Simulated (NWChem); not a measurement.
Molecule: CHO, doublet; SMILES [CH]=O

```xyz
3

C      0.1308     0.5783     0.0000
O     -0.0053    -0.5995     0.0000
H     -0.7420     1.3263     0.0000
```
Atoms are numbered in this order, from 1.

Results from NWChem. Pople sets run with spherical d functions. Spin-unrestricted. In the optimisation the excess spin sits in a' (Cs, its own frame). Structure relaxed at the PBE-D3(BJ)/def2-SVP, spin-unrestricted level. No stability test was run on the SCF state.

### Question
Taking PBE0/def2-QZVP as the yardstick, which of these has the fewest basis functions while keeping “highest occupied level (eV)” within 0.1 eV of it: PBE0/STO-3G; PBE0/6-31+G*; PBE0/def2-TZVPD; PBE0/3-21G; PBE0/6-311G**; PBE0/6-311++G**; PBE0/6-31G*?

### Answer
PBE0/6-31+G* (a larger set in the list lies outside the tolerance).
| level | basis functions | highest occupied level (eV) |
|---|---|---|
| PBE0/STO-3G | 11 | -3.40 |
| PBE0/3-21G | 20 | -6.03 |
| PBE0/6-31G* | 30 | -6.22 |
| PBE0/6-31+G* | 38 | -6.56 |
| PBE0/6-311G** | 42 | -6.38 |
| PBE0/6-311++G** | 51 | -6.59 |
| PBE0/def2-TZVPD | 86 | -6.58 |
| PBE0/def2-QZVP | 144 | -6.57 |

The yardstick is one finite set, not the basis-set limit.
